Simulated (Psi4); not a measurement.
# UPBE/cc-pVTZ run of H2NO (SMILES N[O])

What is the energy change on altering one bond length of H2NO at UPBE/cc-pVTZ? 

The results are computed with Psi4 1.11.

2 further runs of the same task are left out: 2 set aside as unsound or not needed.

## 1. The structure to begin with

H2NO: 4 atoms, total charge 0, spin state doublet. As SMILES, `N[O]`. The coordinates come from a GFN2-xTB relaxation.

Bond lengths: N1–O2 1.277 Å, N1–H3 1.017 Å, N1–H4 1.017 Å. Angles: O2–N1–H3 118.4°, O2–N1–H4 118.4°, H3–N1–H4 119.4°.

## 2. The energy at UPBE/cc-pVTZ

The input, input.dat:

```
memory 1600 mb

molecule {
  0 2
  N     -0.015110     0.041110    -0.107550
  O      0.804330     0.357230     0.819800
  H     -0.968410     0.390510    -0.050090
  H      0.179190    -0.788850    -0.662160
  symmetry c1
}

set basis cc-pVTZ
set reference uks
set puream true
set e_convergence 1e-09
set d_convergence 1e-08
set scf_type pk
set dft_radial_points 99
set dft_spherical_points 590
set maxiter 200

energy_value, wavefunction = energy('pbe', return_wfn=True)
oeprop(wavefunction, 'MULLIKEN_CHARGES', 'MAYER_INDICES', 'WIBERG_LOWDIN_INDICES', title='PBE')
print_variables()
```

On the command line:

```
$ psi4 -n 1 input.dat output.dat
```

output.dat (excerpt; [...] marks lines left out):

```text
[...]
  Running in c1 symmetry.
[...]
  Nuclear repulsion =   35.074734111223819
[...]
  Multiplicity = 2
[...]
  Nalpha       = 9
  Nbeta        = 8
[...]
    Number of basis functions: 88
[...]
   @UKS iter   1:  -130.85365033478649   -1.60738e-01   6.96014e-03 DIIS/ADIIS
[...]
   @UKS iter  11:  -131.00375498394655   -4.57590e-12   8.81525e-09 DIIS
[...]
   @S^2 Observed:                7.520638183E-01
[...]
    Orbital Energies [Eh]
    ---------------------
    Alpha Occupied:
       1A    -18.761436     2A    -14.074488     3A     -1.006505
       4A     -0.710623     5A     -0.513463     6A     -0.423156
       7A     -0.382131     8A     -0.220410     9A     -0.169561
    Alpha Virtual:
      10A      0.001309    11A      0.061604    12A      0.144693
      13A      0.285749    14A      0.365220    15A      0.384202
      16A      0.393442    17A      0.481385    18A      0.489340
      19A      0.539720    20A      0.553614    21A      0.592807
      22A      0.666432    23A      0.803390    24A      0.895175
      25A      0.935336    26A      1.039586    27A      1.147222
[...]
  @UKS Final Energy:  -131.00375498394655
   => Energetics <=
    Nuclear Repulsion Energy =             35.0747341112238189
    One-Electron Energy =                -248.4943296662203238
    Two-Electron Energy =                  98.4657071944469919
    DFT Exchange-Correlation Energy =     -16.0498666233970440
    Empirical Dispersion Energy =           0.0000000000000000
    VV10 Nonlocal Energy =                  0.0000000000000000
    Total Energy =                       -131.0037549839465498
[...]
 Multipole Moments:
 ------------------------------------------------------------------------------------
     Multipole            Electronic (a.u.)      Nuclear  (a.u.)        Total (a.u.)
 ------------------------------------------------------------------------------------
 L = 1.  Multiply by 2.5417464519 to convert [e a0] to [Debye]
 Dipole X            :          0.6206206           -1.4311632           -0.8105426
 Dipole Y            :          0.2993755           -0.7170301           -0.4176546
 Dipole Z            :          0.5868176           -1.3018292           -0.7150116
 Magnitude           :                                                    1.1587304
[...]
  Mulliken Charges: (a.u.)
   Center  Symbol    Alpha    Beta     Spin     Total
       1     N     3.70314  3.28860  0.41454  0.00825
       2     O     4.44502  3.85129  0.59373 -0.29631
       3     H     0.42592  0.43005 -0.00413  0.14403
       4     H     0.42592  0.43005 -0.00413  0.14403
   Total alpha =  9.00000, Total beta =  8.00000, Total charge = -0.00000
  Mayer Bond Indices:
  Total Bond Index:
  Irrep: 1 Size: 4 x 4
[...]
```

It took 11 s on 1 thread of Intel Xeon 6975P-C (Granite Rapids), shared host; peak memory 0.89 GiB.

## 3. The distorted shape: energy and gradient at UPBE/cc-pVTZ

The input, calc.in:

```
memory 1600 mb

molecule m {
  0 2
  N     -0.044257     0.165614    -0.024352
  O      0.775183     0.481734     0.902998
  H     -0.997557     0.515014     0.033108
  H      0.179190    -0.788850    -0.662160
  units angstrom
  symmetry c1
}

set reference uks
set puream true
set e_convergence 1e-09
set d_convergence 1e-08
set scf_type pk
set dft_radial_points 99
set dft_spherical_points 590
set maxiter 200

e_tot, wfn = gradient('pbe/cc-pVTZ', return_wfn=True)
oeprop(wfn, 'MAYER_INDICES', 'LOWDIN_CHARGES', 'QUADRUPOLE')
print_variables()
```

On the command line:

```
$ psi4 -i calc.in -o calc.out -n 1
```

calc.out (excerpt; [...] marks lines left out):

```text
[...]
  Running in c1 symmetry.
[...]
  Nuclear repulsion =   34.448580463306463
[...]
  Multiplicity = 2
[...]
  Nalpha       = 9
  Nbeta        = 8
[...]
    Number of basis functions: 88
[...]
   @UKS iter   1:  -130.84017739202534   -1.86799e-01   6.88733e-03 ADIIS/DIIS
[...]
   @UKS iter  13:  -130.99316585991807   -5.68434e-13   3.40271e-09 DIIS
[...]
   @S^2 Observed:                7.522812110E-01
[...]
  @UKS Final Energy:  -130.99316585991807
   => Energetics <=
    Nuclear Repulsion Energy =             34.4485804633064632
    One-Electron Energy =                -247.3091251774231978
    Two-Electron Energy =                  97.8585200903689838
    DFT Exchange-Correlation Energy =     -15.9911412361703089
    Empirical Dispersion Energy =           0.0000000000000000
    VV10 Nonlocal Energy =                  0.0000000000000000
    Total Energy =                       -130.9931658599180651
[...]
  -Total Gradient:
     Atom            X                  Y                   Z
    ------   -----------------  -----------------  -----------------
       1       -0.029682841812     0.050341627277     0.028525640101
       2        0.004096641426     0.001335703961     0.003961600202
       3        0.007840517860     0.002082153386     0.002596801927
       4        0.017745739798    -0.053758864893    -0.035083605577
[...]
 Multipole Moments:
 ------------------------------------------------------------------------------------
     Multipole            Electronic (a.u.)      Nuclear  (a.u.)        Total (a.u.)
 ------------------------------------------------------------------------------------
 L = 1.  Multiply by 2.5417464519 to convert [e a0] to [Debye]
 Dipole X            :          0.6057889           -1.4055609           -0.7997720
 Dipole Y            :          0.4289435           -0.8263925           -0.3974490
 Dipole Z            :          0.6876526           -1.3749091           -0.6872565
 Magnitude           :                                                    1.1269083
 L = 2.  Multiply by 1.3450342976 to convert [e a0^2] to [Debye ang]
 Quadrupole XX       :        -23.3874938           15.5938801           -7.7936138
 Quadrupole XY       :         -3.5815685            3.1633075           -0.4182609
[...]
```

Run time: 17 s. Hardware: 1 thread of Intel Xeon 6975P-C (Granite Rapids), shared host; peak memory 0.89 GiB.

## 4. Results

Level: UPBE/cc-pVTZ.

| quantity | value |
| --- | --- |
| first shape: total energy | -131.00375 Eh |
| first shape: dipole moment | 2.95 D |
| first shape: HOMO energy (highest over α and β) | -4.61 eV |
| first shape: LUMO energy (lowest over α and β) | -2.81 eV |
| first shape: ⟨S²⟩ | 0.752 |
| distorted shape: total energy | -130.99317 Eh |
| distorted shape: dipole moment | 2.86 D |
| distorted shape: HOMO energy (highest over α and β) | -4.60 eV |
| distorted shape: LUMO energy (lowest over α and β) | -2.81 eV |
| distorted shape: ⟨S²⟩ | 0.752 |
| distorted shape: largest force on an atom | 3.425 eV/Å |
| energy change with the N1–H4 bond stretched from 1.017 to 1.169 Å | 0.288 eV |

**Reading.** With the N1–H4 bond stretched from 1.017 to 1.169 Å the energy rises by 0.29 eV (6.6 kcal/mol). The first shape isn't relaxed at this level, so the change isn't measured from a minimum. Mulliken charges (first shape) run from -0.30 on O2 to +0.14 on H3; they depend strongly on the basis.
